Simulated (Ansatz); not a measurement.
Ag3Ru17: can entropy hold this alloy together?

These are results of DFT PBE, scalar-relativistic, plane waves, PAW (Ansatz), not measurements.

Plane waves to 420 eV, a k mesh through Γ of 5×5×5 on the computed 20-atom cell and Gaussian smearing (0.10 eV); no spin polarisation.

Cells of 20 atoms on a hcp lattice, 3 Ag, 17 Ru, each occupation relaxed without symmetry on a coarser mesh and computed once more. α is the first-shell Warren–Cowley parameter of unlike pairs (negative: unlike neighbours in excess, 0: random). ΔH counts from the elements in their standard crystals. 1 further cell, whose relaxation didn't end, left large forces or left the lattice, is left out.

| cell | α | ΔH (meV/atom) | V (Å³/atom) | rms shift from sites (Å) |
| --- | --- | --- | --- | --- |
| 1 | 0.02 | 248 | 14.29 | 0.07 |
| 2 | 0.02 | 246 | 14.27 | 0.07 |

**Question.** Weigh the mixing energy against the ideal entropy.

**Answer.** Ideal mixing gives S = −k_B Σ x ln x = 0.423 k_B per atom (3.5 J/(mol K)), worth 36 meV/atom at 1000 K. The cell nearest to random, 1, has ΔH = 248 meV/atom. Against the pure elements it breaks even at T = ΔH/S = 6800 K, beyond the melting of most metals, so a solid solution isn't expected. ΔH includes the cost of putting the elements on this lattice where they prefer another, and what the coarser relaxation leaves, which can only raise it; vibrational entropy is left out. An error of 8 meV/atom in ΔH, as mesh and relaxation can leave, moves such a temperature by 220 K.

The final mesh leaves forces up to 0.10 eV/Å and stresses up to 0.3 GPa.

Cost: 5 runs of about 22 core-minutes in all (earlier runs that led there not counted), on Intel Xeon Platinum 8488C (Sapphire Rapids) (shared hosts).